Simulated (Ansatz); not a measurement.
Born–Oppenheimer molecular dynamics of ClH$_{7}$Si$_{2}$ (10 atoms, charge 0, multiplicity 1). It starts at the highest image of a converged band. Of that band: Neighbouring images differ by up to 1.2 eV, so the band resolves the path poorly. A vibrational analysis at the climbing image gives one clearly imaginary mode, 824i cm⁻¹: a first-order saddle point.

Computed with RKS PBE-D4/6-31G* in Ansatz 0.2.0.

```yaml
ensemble: NVE (velocity Verlet)
time_step: 0.5 fs
steps_asked: 200
starting_velocities_drawn_for: 100 K
seed: 10477
```

First frame:

```xyz
10
Properties=species:S:1:pos:R:3
Si 0.084 -0.182 -0.001
Cl -0.322 -1.312 2.294
H 1.007 0.231 -1.133
H -0.368 1.101 0.605
Si -1.336 -1.866 -0.795
H -2.613 -1.842 -0.019
H -1.603 -1.656 -2.261
H -0.621 -3.168 -0.614
H 1.649 -0.550 0.692
H 1.159 -0.865 1.357
```

Question: What does the run give?

Answer: The run went to its last step.

| Quantity | Value |
| --- | --- |
| steps done | 200 |
| time covered | 100 fs |
| mean temperature over the second half | 1197 K |
| spread of the potential energy over the second half | 11.9 meV per atom |
| mean potential energy of the second half above the start | -113.5 meV per atom |

The conserved energy stayed within 0.47 meV per atom of its start (net change 0.11 meV per atom), so the integration is sound. The kinetic energy rose, since the run started high on the potential surface and went downhill. It ends in pieces (ClH + H6Si2), so much of that is their flight and rotation, not heat. A run of 0.1 ps of so small a system gives no equilibrium averages. The orbitals stay closed-shell, which can raise the energy where a bond breaks towards radicals; this wasn't checked here.

Question: What happens to the structure?

Answer: Between its relaxed ends the band would form Si1–H9, Cl2–H10 and break Si1–Cl2, H9–H10. These pairs go: Si1–H9 1.75 → 1.61 Å, Cl2–H10 1.81 → 1.19 Å, Si1–Cl2 2.59 → 4.77 Å, H9–H10 0.88 → 6.85 Å. In the last frame they stand as after the step (other bonds may differ from the relaxed reactants and products). It ends as ClH + H6Si2. Pairs count as bonded within 1.25 times the sum of covalent radii (0.12 Å more for H–H). The details hang on the random start.

Question: How do temperature and energy run in time?

Answer: 
| time (fs) | T (K) | potential energy less start (eV) | conserved less start (meV/atom) |
| --- | --- | --- | --- |
| 0 | 100 | 0.000 | 0.00 |
| 3 | 71 | 0.030 | 0.03 |
| 6 | 72 | 0.029 | 0.02 |
| 9 | 74 | 0.027 | 0.01 |
| 12 | 69 | 0.033 | 0.03 |
| 15 | 121 | -0.022 | 0.01 |
| 18 | 187 | -0.090 | 0.04 |
| 21 | 398 | -0.307 | 0.04 |
| 24 | 614 | -0.534 | -0.29 |
| 27 | 571 | -0.487 | 0.00 |
| 30 | 854 | -0.781 | -0.12 |
| 33 | 755 | -0.677 | 0.06 |
| 36 | 1025 | -0.958 | -0.22 |
| 39 | 928 | -0.854 | 0.27 |
| 42 | 1183 | -1.123 | -0.25 |
| 45 | 910 | -0.836 | 0.12 |
| 48 | 1291 | -1.234 | -0.30 |
| 51 | 969 | -0.895 | 0.35 |
| 54 | 1289 | -1.232 | -0.25 |
| 57 | 1048 | -0.980 | 0.04 |
| 60 | 1262 | -1.204 | -0.18 |
| 63 | 1146 | -1.079 | 0.24 |
| 66 | 1294 | -1.237 | -0.23 |
| 69 | 1030 | -0.960 | 0.11 |
| 72 | 1372 | -1.319 | -0.28 |
| 75 | 1046 | -0.975 | 0.37 |
| 78 | 1396 | -1.344 | -0.36 |
| 81 | 1030 | -0.961 | 0.12 |
| 84 | 1285 | -1.227 | -0.17 |
| 87 | 1178 | -1.112 | 0.22 |
| 90 | 1337 | -1.282 | -0.25 |
| 93 | 1103 | -1.036 | 0.04 |
| 96 | 1302 | -1.244 | -0.18 |
| 99 | 1047 | -0.976 | 0.30 |

The run took 8.7 min on 1 thread of Arm Neoverse V1, on a shared host, peak memory 0.11 GiB.
